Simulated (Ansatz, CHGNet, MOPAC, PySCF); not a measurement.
Rock-salt MgS, lattice constant a

Reference value: 5.188 Å (measured, corrected for zero-point motion; as tabulated in Goldzak et al. (2022), arXiv:2208.04865).

```
level (code)                                 value (Å)
----------------------------------------  ------------
MNDO semi-empirical Hartree-Fock (MOPAC)         5.061
CHGNet-r²SCAN                                    5.193
LDA (Ansatz)                                       ___
PBE (Ansatz)                                       ___
rVV10 (Ansatz)                                   5.239
r²SCAN-D4 (Ansatz)                                 ___
r²SCAN+rVV10 (Ansatz)                            5.189
B3LYP (VWN-RPA form) (Ansatz)                    5.245
HSE06 (Ansatz)                                   5.194
Hartree–Fock (Ansatz)                              ___
MP2 (PySCF)                               5.179 ± 0.02
CCSD(T) (PySCF)                           5.205 ± 0.02
```

Q: Complete the blanks.

A: 
- LDA (Ansatz, a first-principles code), value (Å): 5.129
- PBE (Ansatz), value (Å): 5.230
- r²SCAN-D4 (Ansatz), value (Å): 5.183
- Hartree–Fock (Ansatz), value (Å): 5.285

Errors against the reference: MNDO semi-empirical Hartree-Fock (MOPAC) -2.45 %, CHGNet-r²SCAN +0.10 %, LDA -1.14 %, PBE +0.81 %, rVV10 +0.98 %, r²SCAN-D4 -0.10 %, r²SCAN+rVV10 +0.02 %, B3LYP (VWN-RPA form) +1.10 %, HSE06 +0.12 %, Hartree–Fock +1.87 %, MP2 -0.17 %, CCSD(T) +0.33 %.

Once the reference is moved by up to 0.30 % (a margin picked here for doubts on the reference and the settings) and values within 0.10 % count as equal, the nearest can be r²SCAN+rVV10 (+0.02 %), CHGNet-r²SCAN (+0.10 %), r²SCAN-D4 (-0.10 %), HSE06 (+0.12 %), MP2 (-0.17 %) or CCSD(T) (+0.33 %). By the same margin the farthest can be MNDO semi-empirical Hartree-Fock (MOPAC) (-2.45 %) or Hartree–Fock (+1.87 %).

A ± on a computed value is a rough bar: the spread of its extrapolation, a floor set from checks against published values, or a statistical error. MNDO semi-empirical Hartree-Fock (MOPAC): the method was fitted mainly to molecules. MNDO semi-empirical Hartree-Fock (MOPAC): the run uses a supercell at the zone centre in place of a k mesh. Cutoffs and k meshes differ between the levels. Ansatz's density-functional and Hartree–Fock values are scalar-relativistic unless marked +SOC, with PAW data made under PBE.

Machine-learned potentials (CHGNet-r²SCAN) are trained on DFT data: a solid inside that data is no test of them.

Differences are worked out from the printed values.
